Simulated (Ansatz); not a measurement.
# HO+ (singlet): wave-function methods side by side at distance O1–H2 = 1.037 Å, aug-cc-pVDZ

How much of the correlation energy of HO+ (singlet) does each wave-function method recover here?

Computed with Ansatz 0.2.0, Gaussian basis. Level: aug-cc-pVDZ, core rule «outside noble gas», up to 1 orbitals frozen.

The runs, in order: UHF; CCSD(T) on RHF; CCSD(T) on UHF; BCCD(T) on RHF; CISD; CCSDT(Q) on RHF; CCSDT(Q) on UHF; CASSCF and MRCISD+Q, 2 electrons in 2 orbitals; CASSCF and NEVPT2, 2 electrons in 2 orbitals; CASSCF and MRCISD+Q, 6 electrons in 5 orbitals; CASSCF and NEVPT2, 6 electrons in 5 orbitals; Full CI; Full CI in the symmetry of the determinant.

30 further runs of the same task are left out: 2 for a known fault of the program, 18 that didn't finish, 10 set aside as unsound or not needed.

### Step 1. The geometry

The geometry derives from a PBE0/def2-TZVP stationary point (not a proven minimum). One bond is set to the value named and the two fragments are kept rigid.

2 atoms, charge 1, spin multiplicity 1.

Atoms are counted from 1 here; the program's logs count them from 0.

Bond lengths: O1–H2 1.037 Å.

### Step 2. UHF

in.yaml reads:

```yaml
crystal:
  periodic: [false, false, false]
  atoms:
    - {symbol: O, position_ang: [0.000000, 0.000000, 0.000000]}
    - {symbol: H, position_ang: [0.000000, 0.000000, 1.036612]}
basis:
  gaussian: {orbitals: aug-cc-pVDZ}
total_charge: 1
magnetization: {spin_polarized: true, initial_magnetization: 0}
hamiltonian: {xc: hf}
output: {orbitals: {seedname: orbitals}}
```

The run is started by

```bash
> ansatz run in.yaml --threads 1 --pin off --events-out ev --progress --plain --max-ram 2393MiB
```

Further steps of the session: CCSD(T) on RHF; CCSD(T) on UHF; BCCD(T) on RHF; CISD; CCSDT(Q) on RHF; CCSDT(Q) on UHF; CASSCF and MRCISD+Q, 2 electrons in 2 orbitals; CASSCF and NEVPT2, 2 electrons in 2 orbitals; CASSCF and MRCISD+Q, 6 electrons in 5 orbitals; CASSCF and NEVPT2, 6 electrons in 5 orbitals; Full CI; Full CI in the symmetry of the determinant.

**Question.** What will the summary of the whole plan be? Wanted: FCI below the RHF energy; RMP2 from FCI; RCCSD from FCI; RCCSD(T) from FCI; RCCSDT(Q) from FCI; NEVPT2 pair from FCI; MRCISD+Q pair from FCI; NEVPT2 valence from FCI; T1 diagnostic.

**Answer**, as computed:

| quantity | value |
| --- | --- |
| FCI below the RHF energy | -5.0122 eV |
| RMP2 from FCI | +33.97 kcal/mol |
| RCCSD from FCI | +11.43 kcal/mol |
| RCCSD(T) from FCI | +5.45 kcal/mol |
| RCCSDT(Q) from FCI | -0.10 kcal/mol |
| NEVPT2 pair from FCI | +11.37 kcal/mol |
| MRCISD+Q pair from FCI | -0.25 kcal/mol |
| NEVPT2 valence from FCI | +12.53 kcal/mol |
| levels within 1 kcal/mol (43 meV) | RCCSDT, RCCSDT(Q), MRCISD+Q pair, MRCISD+Q valence |
| T1 diagnostic | 0.008 |
| effectively unpaired electrons | 2.01 |

RCCSD(T) lands +5.45 kcal/mol from the yardstick (4.7 % of the correlation energy). RCCSDT(Q), MRCISD+Q pair, MRCISD+Q valence fall below full CI, which methods that aren't variational can do. The occupations show strong static correlation (2.0 unpaired electrons where one determinant has 0). Of the multireference levels listed MRCISD+Q valence comes nearest in total energy (-0.08 kcal/mol), which doesn't show that its space is the better one. These misses are within one basis, not against nature.
